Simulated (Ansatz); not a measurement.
Steps of a relaxation of B2H4, SMILES `BB` with RKS PBE0-D4/def2-TZVP.

```sh
$ ansatz run in.yaml --threads 2 --pin off --events-out ev --progress --plain --max-ram 4352MiB
```

```yaml
crystal:
  periodic: [false, false, false]
  atoms:
    - {symbol: B, position_ang: [-0.230276, -0.788724, -0.086632]}
    - {symbol: B, position_ang: [0.240183, 0.768494, 0.072364]}
    - {symbol: H, position_ang: [-1.229879, -1.234919, 0.455994]}
    - {symbol: H, position_ang: [0.399316, -1.591710, -0.759234]}
    - {symbol: H, position_ang: [-0.129816, 1.647629, -0.691253]}
    - {symbol: H, position_ang: [0.992672, 1.135231, 0.962661]}
basis:
  gaussian: {orbitals: def2-TZVP}
hamiltonian: {xc: pbe0, dispersion: d4}
relax: {f_tol: 0.005, max_steps: 150}
```

Positions (Å) and forces (eV/Å) along the path, 3 of 3 steps:

```xyz
6
step=1 energy=-1413.9977 eV
B    -0.230   -0.789   -0.087   -0.104   -0.365   -0.039
B     0.240    0.768    0.072    0.115    0.362    0.037
H    -1.230   -1.235    0.456    0.383    0.196   -0.201
H     0.399   -1.592   -0.759   -0.230    0.325    0.254
H    -0.130    1.648   -0.691    0.129   -0.356    0.284
H     0.993    1.135    0.963   -0.292   -0.162   -0.335
6
step=2 energy=-1414.0175 eV
B    -0.229   -0.786   -0.086   -0.027   -0.108   -0.019
B     0.240    0.766    0.072    0.028    0.108    0.019
H    -1.217   -1.222    0.451    0.110    0.057   -0.056
H     0.395   -1.577   -0.752   -0.068    0.091    0.075
H    -0.129    1.631   -0.684    0.039   -0.103    0.081
H     0.982    1.124    0.953   -0.082   -0.045   -0.099
6
step=3 energy=-1414.0192 eV
B    -0.227   -0.786   -0.087    0.001   -0.002   -0.001
B     0.240    0.765    0.072    0.001    0.002    0.001
H    -1.212   -1.216    0.449    0.001    0.003    0.000
H     0.392   -1.573   -0.749   -0.001    0.002    0.001
H    -0.129    1.624   -0.681   -0.001   -0.003    0.001
H     0.978    1.122    0.950   -0.002   -0.002   -0.001
```

It took 2.6 s on 2 threads of an Arm Neoverse V1 on a shared host, with 0.12 GiB of host memory at the peak.
